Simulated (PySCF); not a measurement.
ozone (O₃), SMILES [O-][O+]=O. Atoms are numbered in the order given.

```xyz
3

O      0.0000     1.0634     0.2113
O      0.0000     0.0000    -0.4227
O      0.0000    -1.0634     0.2113
```
Charge 0, spin multiplicity 1.

Geometry optimised at PBE0-D3(BJ)/def2-TZVP. The molecule may have multireference character, which single-reference levels describe poorly.

All values below come from CAM-B3LYP/def2-TZVPD (PySCF).

ESP charges are fitted to the potential on shells at 1.4 to 2.0 van der Waals radii. Atomic charges (e):

```tsv
atom	ESP fit	meta-Löwdin
O1	-0.13	(withheld)
O2	0.26	(withheld)
O3	-0.13	(withheld)
```

Problem. Complete the blanks. (The exact figures need the calculation; the answer reports its results.)

Solution. 
- O1, meta-Löwdin: -0.20
- O2, meta-Löwdin: 0.40
- O3, meta-Löwdin: -0.20
